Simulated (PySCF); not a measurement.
Compound: cyclopropylacetylene, C₅H₆.
SMILES with atom numbers: `[CH:1]#[C:2][CH:3]1[CH2:4][CH2:5]1` (hydrogens: H6 on C1; H7 on C3; H8, H9 on C4; H10, H11 on C5)

The same species was optimised twice, with GFN2-xTB and with PBE0-D3(BJ)/def2-SVP (PySCF), and the same property calculations (PySCF, gas phase) were run on both structures.

| coordinate | GFN2-xTB | PBE0-D3(BJ)/def2-SVP | change |
| --- | --- | --- | --- |
| C1–H6 (Å) | 1.049 | 1.074 | +0.025 |
| C1≡C2 (Å) | 1.198 | 1.212 | +0.014 |
| C5–H10 (Å) | 1.080 | 1.093 | +0.013 |
| C4–H9 (Å) | 1.080 | 1.093 | +0.013 |
| C4–H8 (Å) | 1.080 | 1.092 | +0.012 |
| C5–H11 (Å) | 1.080 | 1.092 | +0.012 |
| C3–H7 (Å) | 1.084 | 1.095 | +0.011 |
| C2–C3 (Å) | 1.428 | 1.438 | +0.010 |
| C3–C4 (Å) | 1.507 | 1.512 | +0.005 |
| C3–C5 (Å) | 1.507 | 1.512 | +0.005 |
| C4–C5 (Å) | 1.494 | 1.491 | -0.003 |
| C5–C3–H7 (°) | 117.6 | 116.1 | -1.5 |
| C4–C3–H7 (°) | 117.5 | 116.1 | -1.4 |
| C2–C3–C5 (°) | 119.1 | 120.2 | +1.1 |
| C2–C3–C4 (°) | 119.1 | 120.2 | +1.1 |
| C3–C5–H10 (°) | 118.0 | 117.1 | -0.9 |
| H10–C5–H11 (°) | 114.0 | 114.7 | +0.7 |
| C3–C4–H9 (°) | 117.9 | 117.1 | -0.8 |
| H8–C4–H9 (°) | 114.0 | 114.7 | +0.7 |

Rotational constants: A = 15878, B = 3410, C = 3240 MHz (GFN2-xTB) against A = 15960, B = 3330, C = 3164 MHz (PBE0-D3(BJ)/def2-SVP). Point groups within 0.08 Å: Cs and Cs. Atoms that the bonding makes alike are paired by their places after alignment.

On the GFN2-xTB structure: isotropic polarisability (au) 55.9 [wB97X-D/def2-SVPD]; HOMO (eV) -9.11 [wB97X-D/def2-SVPD]; LUMO (eV) 2.42 [wB97X-D/def2-SVPD]; dipole (D) 0.96 [wB97X-D/def2-SVPD]; HOMO (eV) -7.26 [PBE0/pcSseg-1]; LUMO (eV) 1.00 [PBE0/pcSseg-1]; dipole (D) 0.95 [PBE0/pcSseg-1]; GIAO shielding of C1 (ppm) 117.3 [PBE0/pcSseg-1]; GIAO shielding of C2 (ppm) 94.3 [PBE0/pcSseg-1]; GIAO shielding of C3 (ppm) 185.1 [PBE0/pcSseg-1]; GIAO shielding of C4/C5 (mean) (ppm) 176.0 [PBE0/pcSseg-1].

Question: What do these properties become on the PBE0-D3(BJ)/def2-SVP structure?

Answer: 
| property | level | on GFN2-xTB | on PBE0-D3(BJ)/def2-SVP | change |
| --- | --- | --- | --- | --- |
| isotropic polarisability (au) | wB97X-D/def2-SVPD | 55.9 | 57.1 | +1.2 |
| HOMO (eV) | wB97X-D/def2-SVPD | -9.11 | -9.06 | +0.05 |
| LUMO (eV) | wB97X-D/def2-SVPD | 2.42 | 2.36 | -0.06 |
| dipole (D) | wB97X-D/def2-SVPD | 0.96 | 0.95 | -0.01 |
| energy, GFN2-xTB geometry as zero (kcal/mol) | wB97X-D/def2-SVPD | 0.0 | -0.9 | -0.9 |
| HOMO (eV) | PBE0/pcSseg-1 | -7.26 | -7.21 | +0.05 |
| LUMO (eV) | PBE0/pcSseg-1 | 1.00 | 0.89 | -0.11 |
| dipole (D) | PBE0/pcSseg-1 | 0.95 | 0.93 | -0.02 |
| energy, GFN2-xTB geometry as zero (kcal/mol) | PBE0/pcSseg-1 | 0.0 | -0.2 | -0.2 |
| GIAO shielding of C1 (ppm) | PBE0/pcSseg-1 | 117.3 | 115.1 | -2.2 |
| GIAO shielding of C2 (ppm) | PBE0/pcSseg-1 | 94.3 | 93.7 | -0.6 |
| GIAO shielding of C3 (ppm) | PBE0/pcSseg-1 | 185.1 | 183.4 | -1.7 |
| GIAO shielding of C4/C5 (mean) (ppm) | PBE0/pcSseg-1 | 176.0 | 173.8 | -2.2 |

The heavy atoms differ by 0.020 Å rms after alignment (one structure mirrored). Among all bonds C1–H6 changes most (+0.025 Å). Changes are differences of the printed values. Neither structure is proved a minimum here.

wB97X-D is run here without its empirical dispersion term; that term would change no orbital, density or response property at a fixed geometry.
